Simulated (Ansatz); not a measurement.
Could B6As exist in this structure?

Plane-wave DFT in Ansatz with scalar-relativistic PAW potentials. The crystal relaxes under LDA to R-3m with a = 6.078 Å, c = 11.749 Å, 8.95 Å³/atom. No spin polarisation.

```
B As
1.0
     3.03876    1.75443    3.91631
    -3.03876    1.75443    3.91631
     0.00000   -3.50886    3.91631
B As
12 2
Direct
  0.01560 0.01560 0.32436
  0.01560 0.32436 0.01560
  0.82188 0.27250 0.82188
  0.82188 0.82188 0.27250
  0.27250 0.82188 0.82188
  0.72750 0.17812 0.17812
  0.17812 0.72750 0.17812
  0.17812 0.17812 0.72750
  0.98440 0.67564 0.98440
  0.98440 0.98440 0.67564
  0.67564 0.98440 0.98440
  0.32436 0.01560 0.01560
  0.60086 0.60086 0.60086
  0.39914 0.39914 0.39914
```

Problem. Test it against the elements, against displacements at the zone centre and against strain.

Solution.
- Energy over the elements: -0.175 eV/atom (LDA, standard states in the same functional, gases uncorrected)
- Optical modes at Γ: all 39 real, 228 to 1031 cm⁻¹ (LDA, without the LO-TO term)
- Least eigenvalue of the elastic tensor: 175 GPa (LDA)

It passes all three tests. So it is a local minimum against everything tried and bound against the elements. Modes at other wave vectors, other structures and decomposition into other compounds weren't tested here.